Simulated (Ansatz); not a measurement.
## Nudged elastic band run: CH₅SSi, charge +1

The input (input.yaml):

```yaml
crystal:
  periodic: [false, false, false]
  atoms:
    - { symbol: Si, position_ang: [-0.837542, 0.957393, -0.949972] }
    - { symbol: C, position_ang: [0.125975, 0.287684, 0.323978] }
    - { symbol: S, position_ang: [0.55501, -1.388532, 0.315286] }
    - { symbol: H, position_ang: [-1.305118, 0.101438, -2.062023] }
    - { symbol: H, position_ang: [-1.180977, 2.392095, -0.904636] }
    - { symbol: H, position_ang: [0.48934, 0.891861, 1.161689] }
    - { symbol: H, position_ang: [1.90151, -1.407055, 0.545344] }
    - { symbol: H, position_ang: [0.251801, -1.834884, 1.570334] }
total_charge: 1
basis:
  gaussian: { orbitals: def2-SVP }
hamiltonian:
  xc: pbe0
  dispersion: d4
neb:
  order_check: false
  images: 7
  f_tol: 0.05
  max_iterations: 60
  initial_path: idpp
  final_atoms:
    - { symbol: Si, position_ang: [-0.74501979, 0.85422135, -0.8482949] }
    - { symbol: C, position_ang: [0.21270989, 0.45112039, 0.53460843] }
    - { symbol: S, position_ang: [0.92024636, -1.05953312, 1.02065164] }
    - { symbol: H, position_ang: [-1.09452388, -0.17054177, -1.8577917] }
    - { symbol: H, position_ang: [-1.21283136, 2.24511145, -1.01111735] }
    - { symbol: H, position_ang: [0.46245681, 1.22384101, 1.27025135] }
    - { symbol: H, position_ang: [1.54084719, -1.56071035, -0.08635438] }
    - { symbol: H, position_ang: [-0.08388622, -1.98350897, 0.9780469] }
```

Launched with:

```bash
$ ansatz run input.yaml --threads 1 --pin off --max-ram 2048MiB --backend cpu --events-out ev --progress --plain --runs-dir out
```

Output, in part (warnings, iteration lines, the closing report on the highest movable image, with atoms numbered from 0):

```
NEB end point (image 0): max|allowed force component| = 1.416e-2 eV/Å (the criterion of neb.relax_end_points is 1.000e-2)
NEB end point (image 8): max|allowed force component| = 1.107e-2 eV/Å (the criterion of neb.relax_end_points is 1.000e-2)
NEB iter   1: max|band force component| = 1.301e0 eV/Å  barrier→ = 1.1231 eV  barrier← = 0.9753 eV  Δτ_max = 0.0744 Å  (218 SCF iters)
NEB iter   2: max|band force component| = 8.254e-1 eV/Å  barrier→ = 1.0195 eV  barrier← = 0.8718 eV  Δτ_max = 0.0545 Å  (190 SCF iters)
NEB iter   3: max|band force component| = 5.082e-1 eV/Å  barrier→ = 0.9893 eV  barrier← = 0.8415 eV  CI = image 4  Δτ_max = 0.0480 Å  (193 SCF iters)
NEB iter   4: max|band force component| = 2.447e-1 eV/Å  barrier→ = 1.0081 eV  barrier← = 0.8604 eV  CI = image 4  Δτ_max = 0.0183 Å  (193 SCF iters)
NEB iter   5: max|band force component| = 7.725e-2 eV/Å  barrier→ = 1.0064 eV  barrier← = 0.8586 eV  CI = image 4  Δτ_max = 0.0158 Å  (188 SCF iters)
NEB iter   6: max|band force component| = 5.004e-2 eV/Å  barrier→ = 1.0053 eV  barrier← = 0.8576 eV  CI = image 4  Δτ_max = 0.0131 Å  (176 SCF iters)
NEB iter   7: max|band force component| = 3.697e-2 eV/Å  barrier→ = 1.0049 eV  barrier← = 0.8572 eV  CI = image 4  Δτ_max = 0.0101 Å  (150 SCF iters)
NEB iter   8: max|band force component| = 6.824e-2 eV/Å  barrier→ = 1.0048 eV  barrier← = 0.8570 eV  CI = image 4  Δτ_max = 0.0134 Å  (23 SCF iters)
NEB iter   9: max|band force component| = 1.370e-2 eV/Å  barrier→ = 1.0047 eV  barrier← = 0.8570 eV  CI = image 4  Δτ_max = 0.0000 Å  (324 SCF iters)
Total energy: -19805.97243131 eV, -727.8560618802 hartree
Atom 0 at    -0.813626     0.890792    -0.946708 Å, force     0.002104     0.000233    -0.002492 eV/Å
Atom 1 at     0.147063     0.495494     0.445924 Å, force    -0.000250     0.003573     0.003027 eV/Å
Atom 2 at     0.724664    -1.094960     0.717382 Å, force     0.000013    -0.000942     0.000435 eV/Å
Atom 3 at    -1.150563    -0.157633    -1.933916 Å, force    -0.000586    -0.000732     0.000471 eV/Å
Atom 4 at    -1.286800     2.277914    -1.134322 Å, force    -0.001044    -0.000312     0.000105 eV/Å
Atom 5 at     0.436277     1.215722     1.217515 Å, force    -0.000019    -0.000670    -0.000352 eV/Å
Atom 6 at     1.894319    -1.575499     0.249181 Å, force    -0.000080    -0.000386    -0.001033 eV/Å
Atom 7 at     0.048665    -2.051828     1.384944 Å, force    -0.000138    -0.000763    -0.000161 eV/Å
Dipole moment:     0.023730    -0.309929    -0.090675 e Å
```

The forces met the threshold. The band force fell under the threshold earlier too, but the program's further tests of the path sent the band on. A vibrational analysis at the climbing image gives one clearly imaginary mode, 862i cm⁻¹: a first-order saddle point. Limits of this set-up: the dipole of an ion depends on the origin.

Final band (atoms are numbered from 1 in the order of the input):

```csv
image,path coordinate (Å),energy (eV),height of S3 over the plane of its neighbours (Å)
0,0.00,0.00,0.67
1,0.27,0.02,0.64
2,0.55,0.17,0.52
3,0.82,0.62,0.28
4,1.09,1.00,-0.02
5,1.32,0.73,-0.27
6,1.54,0.32,-0.49
7,1.76,0.16,-0.62
8,1.99,0.15,-0.65
```

The run took 2.3 min on 1 thread of Arm Neoverse V2, with other jobs on the host, peak memory 0.16 GiB.
